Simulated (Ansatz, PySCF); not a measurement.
## Smallest direct gap on the k points sampled of diamond at several levels of theory

No measured value is used here.

| level (code) | value (eV) | cell (Å³/atom) |
|---|---|---|
| LDA (Ansatz) | 5.54 | 5.67 |
| PBE (Ansatz) | 5.60 | 5.67 |
| PBE-D4 (Ansatz) | 5.62 | 5.63 |
| r²SCAN-D4 (Ansatz) | [?] | 5.61 |
| r²SCAN+rVV10 (Ansatz) | 5.89 | 5.63 |
| PBE0 (Ansatz) | 7.70 | 5.67 |
| PBE0-D3(BJ) (Ansatz) | 7.79 | 5.51 |
| Hartree–Fock (Ansatz) | [?] | 5.67 |
| evGW@PBE (PySCF) | 7.80 ± 0.08 | 5.67 |
| G0W0@HSE06 (Ansatz) | [?] | 5.67 |
| G0W0@PBE (PySCF) | 7.43 ± 0.03 | 5.67 |
| QSGW@PBE (PySCF) | [?] | 5.67 |

Question: Complete the blanks.

Answer: 
- r²SCAN-D4 (Ansatz, a program for electronic structure), value (eV): 5.91
- Hartree–Fock (Ansatz), value (eV): 14.76
- G0W0@HSE06 (Ansatz), value (eV): 7.90
- QSGW@PBE (PySCF), value (eV): 7.99 ± 0.09

At these levels the smallest gap is indirect and lower: LDA 4.10, PBE 4.14, PBE-D4 4.16, r²SCAN-D4 4.37, r²SCAN+rVV10 4.34, PBE0 6.03, PBE0-D3(BJ) 6.11, Hartree–Fock 12.56, evGW@PBE 5.85, G0W0@HSE06 6.00, G0W0@PBE 5.55, QSGW@PBE 5.96 eV. Computed values are for a static lattice.  A ± on a computed value is a rough bar: the spread of its extrapolation, a floor set from checks against published values, or a statistical error. G0W0@HSE06: GW on a hybrid start was not checked against another program. G0W0@HSE06: the correction to the complete basis was taken at k points off the band edges. Values are at the measured cell; PBE-D4 at the level's own relaxed cell; r²SCAN-D4 at the level's own relaxed cell; r²SCAN+rVV10 at the level's own equilibrium cell; PBE0-D3(BJ) at the level's own relaxed cell. Cutoffs and k meshes differ between the levels. Ansatz's density-functional and Hartree–Fock values are scalar-relativistic unless marked +SOC, with PAW data made under PBE.
